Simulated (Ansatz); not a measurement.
# CH3NS: the cost of one run

Computed with Ansatz 0.2.0, driven from Python. Level of theory: PBE/def2-SVP.

## (1) Starting point

Bond lengths: N1–C2 1.266 Å, C2–S3 1.716 Å, N1–H4 1.054 Å, C2–H5 1.109 Å, S3–H6 1.372 Å. Angles: N1–C2–S3 117.1°, N1–C2–H5 123.1°, S3–C2–H5 119.7°, C2–N1–H4 105.0°, C2–S3–H6 97.2°.

No structure file is read: the coordinates are typed or built in the script.

## (2) The code

Contents of ch3ns_md.py:

```python
# -*- coding: utf-8 -*-
"""Molecular dynamics of one CH3NS molecule."""

import logging
import sys

import ansatz as az
import numpy as np

logging.basicConfig(stream=sys.stdout, format="[%(levelname)s] %(message)s")
log = logging.getLogger("calc")
log.setLevel(logging.INFO)

geometry_ang = [
    ("N", [-1.0131, -0.7386, -0.5842]),
    ("C", [-0.0955, 0.0012, -0.1215]),
    ("S", [0.6349, -0.4874, 1.3522]),
    ("H", [-1.3233, -0.2641, -1.4724]),
    ("H", [0.2774, 0.9035, -0.6469]),
    ("H", [1.5616, 0.5213, 1.4267]),
]
system = az.Crystal.molecule()
for symbol, xyz in geometry_ang:
    system = system.atom(symbol, xyz)

calculation = (
    system.calculation()
    .basis(gaussian="def2-SVP")
    .functional("pbe")
    .md("nvt_nose_hoover", timestep=0.25, steps=20, temperature=800, initial_velocities="maxwell_boltzmann", seed=48, thermostat_time=20)
)
frames = []
calculation.session().plan().execute(on_event=lambda e: frames.append(e["data"]) if e["event"] == "md_step" else None)
log.info("t (fs)   E_pot (eV)      E_kin (eV)   T (K)   d(0-1) (A)")
for f in frames[::1]:
    xyz = np.array(f["positions_ang"])
    log.info(f"{f['time_fs']:6.2f} {f['lagrangian_ev']:14.5f} {f['e_kin_ev']:10.5f} {f['temperature_k']:8.1f} {np.linalg.norm(xyz[0] - xyz[1]):9.4f}")
kept = np.array([f["conserved_ev"] for f in frames])
log.info(f"conserved energy moves by at most {1000 * np.ptp(kept):.3f} meV")
```

## (3) What the engine is handed

The package turns the script's settings into the engine's input:

```yaml
crystal:
  periodic: [false, false, false]
  atoms:
    - { symbol: "N", position_ang: [-1.0131, -0.7386, -0.5842] }
    - { symbol: C, position_ang: [-0.0955, 0.0012, -0.1215] }
    - { symbol: S, position_ang: [0.6349, -0.4874, 1.3522] }
    - { symbol: H, position_ang: [-1.3233, -0.2641, -1.4724] }
    - { symbol: H, position_ang: [0.2774, 0.9035, -0.6469] }
    - { symbol: H, position_ang: [1.5616, 0.5213, 1.4267] }
basis:
  gaussian:
    orbitals: def2-SVP
hamiltonian:
  xc: pbe
md:
  timestep: 0.25
  n_steps: 20
  ensemble: nvt_nose_hoover
  temperature: 800.0
  nose_hoover:
    tau: 20.0
  initial_velocities: maxwell_boltzmann
  seed: 48
```

## (4) Launch

Started as:

```console
$ python ch3ns_md.py
```

**Question.** How long does this script take on 1 thread of Intel Xeon Platinum 8488C (Sapphire Rapids), shared host, and how much memory does it need?

About 17 s, with a peak of 0.18 GiB.
